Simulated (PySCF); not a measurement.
Compound: C₃H₄Cl (doublet state).
Cartesian coordinates in Å at the GFN2-xTB level; atoms count from 1:
```
atom  x, y, z in Å
C1    -1.232    0.161    0.015
C2    -0.056   -0.528    0.068
C3     1.212    0.010   -0.042
Cl4    1.490    1.673   -0.269
H5    -2.176   -0.341    0.109
H6    -1.247    1.227   -0.125
H7    -0.085   -1.601    0.211
H8     2.104   -0.590    0.008
```

The hyperfine couplings belong to this conformer and change with its torsions.

Identity: `Cl/C=C\[CH2]` [radical].

Computed with UKS B3LYP, pcH-1 on C Cl H, non-relativistic, mean-field spin-orbit, GIAO (PySCF 2.14.0). Isolated species at its GFN2-xTB geometry, gas phase. Couplings are sensitive to structure, and on GFN2-xTB geometries they can be far from those on DFT ones. No stability test was run, so a lower SCF solution isn't excluded. ⟨S²⟩ is 0.775 where a pure state has 0.75.

Q: The isotropic 13C couplings are +67.7, +51.0, -47.1 MHz. Assign them to C1; C2; C3.

A: 
| site | a_iso (MHz) | ρ(0) (bohr⁻³) | position | distance from C1 (Å) | spin population | largest \|T\| (MHz) |
| --- | --- | --- | --- | --- | --- | --- |
| C1 | +51.0 | +0.0454 | largest spin population | 0.00 | +0.64 | 95.3 |
| C2 | -47.1 | -0.0419 | 1 bond from C1 | 1.36 | -0.25 | 28.7 |
| C3 | +67.7 | +0.0599 | a main spin site | 2.45 | +0.63 | 108.2 |

ρ(0) is the spin density at the nucleus and T the dipolar tensor; a_iso includes a spin–orbit part. The largest Mulliken spin populations are on C1 (+0.64), C3 (+0.63) and C2 (-0.25). The angles at C1 add up to 360.0°, so it is planar. Main spin sites, with 60 % or more of the largest population: C1, C3; positions count bonds from the nearest.

H5 and H6 aren't averaged: C1 is flat or nearly so (angle sum 360°), and its turn about the short C1–C2 bond (1.36 Å) is taken as slow.
